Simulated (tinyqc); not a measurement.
Inside a calculation. Method: extended Hueckel theory, for CH4+. The parameters take no account of the charge, which enters only through the electron count. One step of it, computed by the program tinyqc.

Question. Mulliken analysis. P = C n C^T; charge = valence electrons (H 1, C 4) minus the sum of (P S)_ii on the atom; overlap population = 2 sum P_ij S_ij between two atoms.

coefficients:
```
             MO1        MO2        MO3        MO4        MO5        MO6        MO7        MO8
1C 2s   0.712757   0.000000   0.000000   0.000000   0.000000   0.000000   0.000000   1.573646
1C 2px  0.000000  -0.097248   0.141029   0.471295   1.143996  -0.167945   0.088990   0.000000
1C 2py  0.000000  -0.419648   0.226919  -0.154494  -0.071779   0.121009   1.151111   0.000000
1C 2pz  0.000000   0.256717   0.424362  -0.074014   0.175990   1.141053  -0.108978   0.000000
2H 1s   0.137523  -0.171593   0.522544   0.160123  -0.643786  -0.564312  -0.583398  -0.707300
3H 1s   0.137523   0.043319  -0.336521   0.461532  -0.536288   0.737553   0.491601  -0.707300
4H 1s   0.137523  -0.381938  -0.223228  -0.363906   0.717829   0.439486  -0.604016  -0.707300
5H 1s   0.137523   0.510212   0.037206  -0.257749   0.462246  -0.612727   0.695813  -0.707300
```

occupations: 2.000000  1.666667  1.666667  1.666667  0.000000  0.000000  0.000000  0.000000

overlap S, lower triangle:
```
           1C 2s     1C 2px     1C 2py     1C 2pz     2H 1s     3H 1s     4H 1s     5H 1s
1C 2s   1.000000
1C 2px  0.000000   1.000000
1C 2py  0.000000   0.000000   1.000000
1C 2pz  0.000000   0.000000   0.000000   1.000000
2H 1s   0.488755   0.282461   0.282461   0.282461  1.000000
3H 1s   0.488755   0.282461  -0.282461  -0.282461  0.145683  1.000000
4H 1s   0.488755  -0.282461   0.282461  -0.282461  0.145683  0.145683  1.000000
5H 1s   0.488755  -0.282461  -0.282461   0.282461  0.145683  0.145683  0.145683  1.000000
```

Give: charges; Overlap populations.

Answer.

charges: 1C 0.406, 2H 0.148, 3H 0.148, 4H 0.148, 5H 0.148

Overlap populations:
```
pair      value
2-1    0.660082
3-1    0.660082
3-2   -0.042094
4-1    0.660082
4-2   -0.042094
4-3   -0.042094
5-1    0.660082
5-2   -0.042094
5-3   -0.042094
5-4   -0.042094
```
